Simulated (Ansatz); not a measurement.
bcc Rb, treated with PBE in Ansatz (plane waves, PAW).

Settings: plane-wave cutoff 520 eV, 14×14×14 k mesh, Fermi–Dirac smearing 0.05 eV, scalar-relativistic PAW data made under PBE.

Pressure at four volumes; x = ln(V/91.119 Å³). One pressure is withheld.

```csv
V (Å³/atom),x,P (GPa)
85.652,-0.0619,?
87.474,-0.0408,0.123
91.119,0.0000,0.000
96.586,0.0583,-0.145
```

Problem. Pass a parabola P(x) through the three rows shown, estimate the bulk modulus and its pressure derivative near zero pressure, and predict the withheld pressure.

Solution. Slopes between the rows: (0.000 − (0.123))/(0.0000 − (-0.0408)) = -3.01 and (-0.145 − (0.000))/(0.0583 − (0.0000)) = -2.49 GPa. Their difference over the span 0.0991 is c = 0.52/0.0991 = 5.2 GPa, so P(x) = 0.123 + (-3.01)(x − (-0.0408)) + 5.2 (x − (-0.0408))(x − (0.0000)). At the middle row B = −dP/dx = −[-3.01 + 5.2 × 0.0408] = 2.8 GPa, and B′ = dB/dP = 2c/B = 3.7. At x = -0.0619 the parabola gives 0.193 GPa; the run gives 0.194 GPa. The Birch–Murnaghan fit to the energies at all volumes has B0 = 2.78 GPa and B′ = 3.8.

Measured, for comparison: bulk modulus 2.92 GPa (corrected for temperature and zero-point phonon effects, our sources range from 2.92 to 3.60; as tabulated in Levämäki et al. (2014), arXiv:1402.3671). Computed (rounded) less measured: bulk modulus not scored (sources differ).

Ansatz is a first-principles code.
